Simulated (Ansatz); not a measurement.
# CN (quartet): PBE-QIDH, RPA-PBE over a scan of the distance N1–C2, 6-31G

How well do these functionals follow the top wave-function level for CN (quartet) over a scan of the distance N1–C2?

Program: Ansatz 0.2.0, Gaussian basis. Level of theory: 6-31G, all electrons in the functionals, frozen cores in the correlation of double hybrids and RPA. These are calculated values, not measurements.

To be run: PBE-QIDH, RPA-PBE, at 1.062 Å; 1.209 Å; 1.339 Å; 1.462 Å; 1.648 Å; 1.863 Å; 2.190 Å; 2.440 Å; 2.999 Å; 3.605 Å; 4.633 Å.

14 further runs of the same task are left out: 1 for a known fault of the program, 11 that didn't finish, 2 set aside as unsound or not needed.

**1. The geometry**

The geometry derives from a PBE0/def2-TZVP stationary point (not a proven minimum). One bond is set to the value named and the two fragments are kept rigid.

2 atoms, charge 0, spin multiplicity 4.

Atoms are counted from 1 here; the program's logs count them from 0.

Bond lengths: N1–C2 1.339 Å.

No dispersion term is added.

The geometry shown and the zero of energy belong to the point 1.339 Å. The yardstick, FCI, and other wave-function levels (R restricted, U unrestricted, valence and pair active spaces) come from earlier runs.

**2. PBE-QIDH, 1.062 Å**

File in.yaml:

```yaml
crystal:
  periodic: [false, false, false]
  atoms:
    - {symbol: N, position_ang: [0.000000, 0.000000, 0.000000]}
    - {symbol: C, position_ang: [0.000000, 0.000000, 1.062000]}
basis:
  gaussian: {orbitals: 6-31G}
magnetization: {spin_polarized: true, initial_magnetization: 3}
hamiltonian: {xc: {name: PBE-QIDH}}
correlation: {electrons: outside_noble_gas}
```

The run is started by

```sh
> ansatz run in.yaml --threads 1 --pin off --events-out ev --progress --plain --max-ram 2393MiB
```

Further steps of the session: PBE-QIDH, 1.209 Å; PBE-QIDH, 1.339 Å; PBE-QIDH, 1.462 Å; PBE-QIDH, 1.648 Å; PBE-QIDH, 1.863 Å; PBE-QIDH, 2.190 Å; PBE-QIDH, 2.440 Å; PBE-QIDH, 2.999 Å; PBE-QIDH, 3.605 Å; PBE-QIDH, 4.633 Å; RPA-PBE, 1.062 Å; RPA-PBE, 1.209 Å; RPA-PBE, 1.339 Å; RPA-PBE, 1.462 Å; RPA-PBE, 1.648 Å; RPA-PBE, 1.863 Å; RPA-PBE, 2.190 Å; RPA-PBE, 2.440 Å; RPA-PBE, 2.999 Å; RPA-PBE, 3.605 Å; RPA-PBE, 4.633 Å.

**Question.** What will the summary of the whole plan be? Wanted: span of the FCI curve; largest miss, PBE-QIDH; largest miss, RPA-PBE.

**Answer**, as computed:

| quantity | value |
| --- | --- |
| span of the FCI curve | 4.883 eV |
| largest miss, PBE-QIDH | -0.580 eV (1.062 Å) |
| largest miss, RPA-PBE | -0.853 eV (1.863 Å) |

**Reading.** Of the functionals, PBE-QIDH keep the smallest largest miss at the points compared (at most 0.580 eV) and RPA-PBE strays most (0.853 eV, at 1.863 Å). PBE-QIDH, RPA-PBE clearly break the spin symmetry at some points (⟨S²⟩ up to 1.00 above the pure value), so energy there is bought with a mixed spin. Functionals and the yardstick converge differently with the basis, so part of each miss in 6-31G is the basis.
